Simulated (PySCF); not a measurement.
PySCF input (PW6B95/def2-TZVPD):

```python
from pyscf import gto, scf, dft

mol = gto.M(
    atom='''
    C     1.31248259   -0.40730475   -0.01581883
    C     0.21233569    0.49170516   -0.00153984
    O    -1.30999238   -0.17014658    0.01473458
    H    -1.90838626    0.59467321    0.02300549
    H     0.15861567    1.11525560    0.89952544
    H     0.13796085    1.11854325   -0.89884804
    H     1.48189181   -0.98851779    0.89309476
    H     1.46094728   -0.98518403   -0.93050226
    ''',
    basis='def2-tzvpd',
    charge=-1,
    spin=0,
    verbose=4,
)

mf = dft.RKS(mol, xc='pw6b95').density_fit(auxbasis='def2-universal-jkfit')
mf.grids.level = 3
mf.conv_tol = 1e-9
mf.max_cycle = 100
mf.max_memory = 1500
mf.kernel()
if not mf.converged:
    mf = mf.newton()
    mf.kernel(mf.make_rdm1())
mf.analyze()
```

Output:

```
PySCF version 2.14.0

[INPUT] verbose = 4
[INPUT] num. atoms = 8
[INPUT] num. electrons = 26
[INPUT] charge = -1
[INPUT] spin (= nelec alpha-beta = 2S) = 0
[INPUT] symmetry False subgroup None
[INPUT] Mole.unit = angstrom
[INPUT] Symbol           X                Y                Z      unit          X                Y                Z       unit  Magmom
[INPUT]  1 C      1.312482590000  -0.407304750000  -0.015818830000 AA    2.480232638360  -0.769694426734  -0.029893256311 Bohr   0.0
[INPUT]  2 C      0.212335690000   0.491705160000  -0.001539840000 AA    0.401256300571   0.929188086435  -0.002909875876 Bohr   0.0
[INPUT]  3 O     -1.309992380000  -0.170146580000   0.014734580000 AA   -2.475526823467  -0.321530437231   0.027844320760 Bohr   0.0
[INPUT]  4 H     -1.908386260000   0.594673210000   0.023005490000 AA   -3.606327371283   1.123769500516   0.043474075461 Bohr   0.0
[INPUT]  5 H      0.158615670000   1.115255600000   0.899525440000 AA    0.299740175364   2.107527642887   1.699856723679 Bohr   0.0
[INPUT]  6 H      0.137960850000   1.118543250000  -0.898848040000 AA    0.260708222412   2.113740400981  -1.698576623202 Bohr   0.0
[INPUT]  7 H      1.481891810000  -0.988517790000   0.893094760000 AA    2.800369667136  -1.868027892360   1.687704499684 Bohr   0.0
[INPUT]  8 H      1.460947280000  -0.985184030000  -0.930502260000 AA    2.760790241628  -1.861727998995  -1.758394429689 Bohr   0.0

nuclear repulsion = 71.5369099581729
number of shells = 65
number of NR pGTOs = 214
number of NR cGTOs = 159
basis = def2-tzvpd
ecp = {}

******** <class 'pyscf.df.df_jk.DFRKS'> ********
method = DFRKS
initial guess = minao
damping factor = 0
level_shift factor = 0
DIIS = <class 'pyscf.scf.diis.CDIIS'>
diis_start_cycle = 1
diis_space = 8
diis_damp = 0
SCF conv_tol = 1e-09
SCF conv_tol_grad = None
SCF max_cycles = 100
direct_scf = False
XC library pyscf.dft.libxc version 7.1.2
    S. Lehtola, C. Steigemann, M. J. T. Oliveira, and M. A. L. Marques,  SoftwareX 7, 1–5 (2018)
XC functionals = pw6b95
    Y. Zhao and D. G. Truhlar,  J. Phys. Chem. A 109, 5656 (2005)
radial grids:
    Treutler-Ahlrichs [JCP 102, 346 (1995); DOI:10.1063/1.469408] (M4) radial grids

becke partition: Becke, JCP 88, 2547 (1988); DOI:10.1063/1.454033
pruning grids: <function nwchem_prune>
grids dens level: 3
symmetrized grids: False
atomic radii adjust function: <function treutler_atomic_radii_adjust>
small_rho_cutoff = 0
Set gradient conv threshold to 3.16228e-05
Initial guess from minao.
tot grids = 91360
******** <class 'pyscf.df.df.DF'> ********
auxbasis = def2-universal-jkfit
init E= -154.556380048095
  HOMO = -0.24142929798645  LUMO = -0.0200120626601056  gap/eV = 6.02507
cycle= 1 E= -154.419456113673  delta_E= 0.137  |g|= 0.934  |ddm|= 2.09
[...]
cycle= 11 E= -154.621716991156  delta_E= -2.32e-10  |g|= 4.23e-06  |ddm|= 0.000805
  HOMO = 0.0302937087904915  LUMO = 0.153761849654671  gap/eV = 3.35974
Extra cycle  E= -154.621716991173  delta_E= -1.65e-11  |g|= 2.53e-06  |ddm|= 0.000239
converged SCF energy = -154.621716991173
**** SCF Summaries ****
Total Energy =                        -154.621716991172775
Nuclear Repulsion Energy =              71.536909958172942
One-electron Energy =                 -356.823107399101843
Two-electron Energy =                  130.664480449756127
Two-electron Coulomb Energy =          152.317175215727815
DFT Exchange-Correlation Energy =      -21.652694765971699
HOMO-LUMO gap [eV] =                     3.359739242226933
**** MO energy ****
MO #1   energy= -19.0572625067943  occ= 2
MO #2   energy= -10.1213238748458  occ= 2
MO #3   energy= -10.0242823408365  occ= 2
MO #4   energy= -0.774426657408736 occ= 2
MO #5   energy= -0.539509236543534 occ= 2
MO #6   energy= -0.379232115293345 occ= 2
MO #7   energy= -0.26089969827763  occ= 2
MO #8   energy= -0.259886959888615 occ= 2
MO #9   energy= -0.190585074377541 occ= 2
MO #10  energy= -0.148987741386706 occ= 2
MO #11  energy= -0.13744645945414  occ= 2
MO #12  energy= -0.0769995799250509 occ= 2
MO #13  energy= 0.0302937087904915 occ= 2
MO #14  energy= 0.153761849654671  occ= 0
MO #15  energy= 0.184037512428676  occ= 0
MO #16  energy= 0.190312253354877  occ= 0
MO #17  energy= 0.199341844159765  occ= 0
MO #18  energy= 0.217613534307166  occ= 0
MO #19  energy= 0.257388820095139  occ= 0
MO #20  energy= 0.261103857925843  occ= 0
MO #21  energy= 0.266988436055852  occ= 0
MO #22  energy= 0.274738275462216  occ= 0
MO #23  energy= 0.2955575221721    occ= 0
MO #24  energy= 0.317142891328221  occ= 0
MO #25  energy= 0.337191387532263  occ= 0
MO #26  energy= 0.341804027777752  occ= 0
MO #27  energy= 0.369885518444298  occ= 0
MO #28  energy= 0.372288468563086  occ= 0
MO #29  energy= 0.37625361012055   occ= 0
MO #30  energy= 0.398572314544277  occ= 0
MO #31  energy= 0.403909375651391  occ= 0
MO #32  energy= 0.415931837433657  occ= 0
MO #33  energy= 0.437939403362968  occ= 0
MO #34  energy= 0.440191166030651  occ= 0
MO #35  energy= 0.447016962456054  occ= 0
MO #36  energy= 0.453985524805649  occ= 0
MO #37  energy= 0.463418917459047  occ= 0
MO #38  energy= 0.481270639024496  occ= 0
MO #39  energy= 0.481707442645099  occ= 0
MO #40  energy= 0.501349804197232  occ= 0
MO #41  energy= 0.517158761832353  occ= 0
MO #42  energy= 0.529229885531824  occ= 0
MO #43  energy= 0.530437326102372  occ= 0
MO #44  energy= 0.546595664404092  occ= 0
MO #45  energy= 0.551180185253458  occ= 0
MO #46  energy= 0.577908686453741  occ= 0
MO #47  energy= 0.592960228044866  occ= 0
MO #48  energy= 0.599896175284333  occ= 0
MO #49  energy= 0.60761143687245   occ= 0
MO #50  energy= 0.616350458279472  occ= 0
MO #51  energy= 0.634692874126559  occ= 0
MO #52  energy= 0.657508491765438  occ= 0
MO #53  energy= 0.665586451353142  occ= 0
MO #54  energy= 0.711228658486702  occ= 0
MO #55  energy= 0.727684751513077  occ= 0
MO #56  energy= 0.739445568971319  occ= 0
MO #57  energy= 0.779377804459497  occ= 0
MO #58  energy= 0.785185025882803  occ= 0
MO #59  energy= 0.795006481338426  occ= 0
MO #60  energy= 0.832099219717485  occ= 0
MO #61  energy= 0.853327493367738  occ= 0
MO #62  energy= 0.857023762599886  occ= 0
MO #63  energy= 0.874906561898342  occ= 0
MO #64  energy= 0.884069338621728  occ= 0
MO #65  energy= 0.910850382235842  occ= 0
MO #66  energy= 0.912950524947511  occ= 0
MO #67  energy= 0.945101258714957  occ= 0
MO #68  energy= 0.952680921263969  occ= 0
MO #69  energy= 1.03150622519817   occ= 0
MO #70  energy= 1.09182547808505   occ= 0
MO #71  energy= 1.10110002032174   occ= 0
MO #72  energy= 1.12313198755005   occ= 0
MO #73  energy= 1.13146993836057   occ= 0
MO #74  energy= 1.18588884651167   occ= 0
MO #75  energy= 1.19741932308955   occ= 0
MO #76  energy= 1.23387158402653   occ= 0
MO #77  energy= 1.35191798800381   occ= 0
MO #78  energy= 1.36998242604141   occ= 0
MO #79  energy= 1.39330386800287   occ= 0
MO #80  energy= 1.43827987423183   occ= 0
MO #81  energy= 1.44495028473528   occ= 0
MO #82  energy= 1.49371628614789   occ= 0
MO #83  energy= 1.58622968302901   occ= 0
MO #84  energy= 1.85265208099631   occ= 0
MO #85  energy= 1.8637551239657    occ= 0
MO #86  energy= 1.88988689088963   occ= 0
MO #87  energy= 1.90255099221682   occ= 0
MO #88  energy= 1.94018916117885   occ= 0
MO #89  energy= 1.96705446903245   occ= 0
MO #90  energy= 1.99950388799804   occ= 0
MO #91  energy= 2.01028562206692   occ= 0
MO #92  energy= 2.01706870429565   occ= 0
MO #93  energy= 2.06272590343898   occ= 0
MO #94  energy= 2.08109115976098   occ= 0
MO #95  energy= 2.13143141862129   occ= 0
MO #96  energy= 2.18003278072907   occ= 0
MO #97  energy= 2.19094433092946   occ= 0
MO #98  energy= 2.21916652538602   occ= 0
MO #99  energy= 2.34571683389307   occ= 0
MO #100 energy= 2.38332989068331   occ= 0
MO #101 energy= 2.42927866045012   occ= 0
MO #102 energy= 2.44223315820341   occ= 0
MO #103 energy= 2.55574253069392   occ= 0
MO #104 energy= 2.58701643056645   occ= 0
MO #105 energy= 2.64985959429646   occ= 0
MO #106 energy= 2.66796515985593   occ= 0
MO #107 energy= 2.74603177017327   occ= 0
[...]
```

It need not be the lowest isomer of its formula. Whether it binds its extra electron was not tested at this geometry.
